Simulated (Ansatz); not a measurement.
**SiPH₃ (quintet): from Hartree-Fock to the top rungs, cc-pVTZ**

An exercise on one series of results from a longer session: the logs are not shown, and one member is left open.

Method: cc-pVTZ, core rule «outside noble gas», up to 10 orbitals frozen; program: Ansatz 0.2.0, Gaussian basis.

The runs, in order: UHF; CCSD(T) on ROHF; CCSD(T) on UHF; BCCD(T) on ROHF; CCSDT(Q) on ROHF; CCSDT(Q) on UHF; CASSCF and NEVPT2, 12 electrons in 11 orbitals.

9 further runs of the same task are left out: 3 for a known fault of the program, 6 set aside as unsound or not needed.

### The geometry

The geometry is a PBE0/def2-TZVP stationary point (not a proven minimum) of the parent state, kept for this charge and spin.

5 atoms, charge 0, spin multiplicity 5.

Atoms are counted from 1 here; the program's logs count them from 0.

Bond lengths: Si1–P2 2.245 Å, Si1–H3 1.489 Å, Si1–H4 1.489 Å, Si1–H5 1.489 Å. Angles: P2–Si1–H3 110.2°, P2–Si1–H4 110.2°, P2–Si1–H5 110.2°, H3–Si1–H4 108.7°, H3–Si1–H5 108.7°, H4–Si1–H5 108.7°.

The first run:

Input file in.yaml:

```yaml
crystal:
  periodic: [false, false, false]
  atoms:
    - {symbol: Si, position_ang: [-1.095022, -0.008048, 0.002339]}
    - {symbol: P, position_ang: [1.149978, 0.008452, -0.002457]}
    - {symbol: H, position_ang: [-1.619119, 1.385319, 0.005761]}
    - {symbol: H, position_ang: [-1.601124, -0.712390, 1.212266]}
    - {symbol: H, position_ang: [-1.606323, -0.708402, -1.207717]}
basis:
  gaussian: {orbitals: cc-pVTZ}
magnetization: {spin_polarized: true, initial_magnetization: 4}
hamiltonian: {xc: hf}
output: {orbitals: {seedname: orbitals}}
```

Launch:

```console
$ ansatz run in.yaml --threads 1 --pin off --events-out ev --progress --plain --max-ram 4096MiB --backend cpu
```

Steps of the session up to this table: UHF; CCSD(T) on ROHF; CCSD(T) on UHF; BCCD(T) on ROHF; CCSDT(Q) on ROHF; CCSDT(Q) on UHF; CASSCF and NEVPT2, 12 electrons in 11 orbitals.

One table of the session follows, with a row left open; its other results are not shown here.

| method | from UCCSDT(Q) (kJ/mol) |
| --- | --- |
| ROHF | +734.2 |
| UHF | +727.3 |
| RMP2 | +144.3 |
| UMP2 | +146.2 |
| RCCSD | +35.3 |
| UCCSD | +35.0 |
| RCCSD(T) | +6.6 |
| UCCSD(T) | +6.4 |
| BCCD(T) | +6.3 |
| RCCSDT | +1.7 |
| UCCSDT | +1.5 |
| RCCSDT(Q) | +0.3 |
| UCCSDT(Q) | 0 |
| CASSCF valence | ? |
| NEVPT2 valence | +157.7 |

Q: Estimate the row for CASSCF valence from the others.

**Answer.** from UCCSDT(Q) (kJ/mol): +609.7. In the column «from UCCSDT(Q) (kJ/mol)» it lies between NEVPT2 valence (+157.7) and UHF (+727.3).

Limits of these values: Restricted and unrestricted rows rest on different reference determinants; where their highest levels disagree by more than a few hundredths of an eV, they describe different states and don't form one ladder.
